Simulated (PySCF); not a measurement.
Species: C₃H₆N (doublet state).
Geometry (GFN2-xTB, Å), atoms numbered from 1 in this order:
```xyz
10
C3H6N angstrom
N      1.4460   -0.6242    0.2495
C      0.4720    0.2338   -0.2553
C     -0.8744   -0.1744   -0.6961
C     -0.6862    0.7429    0.5016
H      1.8969   -1.1958   -0.4514
H      2.1070   -0.1801    0.8717
H     -1.2109   -1.1903   -0.5203
H     -1.2802    0.2616   -1.5985
H     -0.9678    1.7803    0.3849
H     -0.8937    0.3508    1.4913
```

The hyperfine couplings belong to this conformer and change with its torsions.

Identity: `N[C]1CC1` [radical].

Computed, not measured: PySCF 2.14.0, UKS B3LYP, pcH-1 on C H N, non-relativistic, mean-field spin-orbit, GIAO. Isolated species at its GFN2-xTB geometry (one conformer only). The geometry wasn't refined by DFT: couplings that depend on bond lengths, twists or pyramidal angles can differ widely from those at the functional's own minimum. Stability of the SCF solution: not tested.

Mulliken spin populations: N1 +0.176, C2 +0.745, C3 +0.001, C4 +0.001, H5 -0.004, H6 -0.004, H7 +0.027, H8 +0.015, H9 +0.015, H10 +0.027.

Problem. Give the computed dipolar 1H tensors of H7, H8, H9, H10.

Solution. 
```json
{"atom": "H7", "position": "β, 2 bonds from C2", "distance from C2 (Å)": "2.22", "T1 (MHz)": "-4.70", "T2": "-2.16", "T3": "6.86"}
{"atom": "H8", "position": "β, 2 bonds from C2", "distance from C2 (Å)": "2.21", "T1 (MHz)": "-6.40", "T2": "-3.75", "T3": "10.15"}
{"atom": "H9", "position": "β, 2 bonds from C2", "distance from C2 (Å)": "2.21", "T1 (MHz)": "-6.41", "T2": "-3.76", "T3": "10.16"}
{"atom": "H10", "position": "β, 2 bonds from C2", "distance from C2 (Å)": "2.22", "T1 (MHz)": "-4.71", "T2": "-2.16", "T3": "6.86"}
```

Problem. Estimate them with point dipoles: put each population ρk at its nucleus, leave out the nucleus itself and the atom bound to it, and sum T = Σ [ρk/(2S)]·C·(3 n nᵀ − 1)/r³ with C = μ0 gₑ μB g_N μN/(4π h) = 79.06 MHz Å³.

Solution. 
| atom | T1 (MHz) | T2 | T3 | T3, computed | difference in T3 (%) |
| --- | --- | --- | --- | --- | --- |
| H7 | -6.02 | -5.47 | 11.49 | 6.86 | +68 |
| H8 | -6.07 | -5.37 | 11.44 | 10.15 | +13 |
| H9 | -6.07 | -5.37 | 11.44 | 10.16 | +13 |
| H10 | -6.02 | -5.47 | 11.49 | 6.86 | +67 |
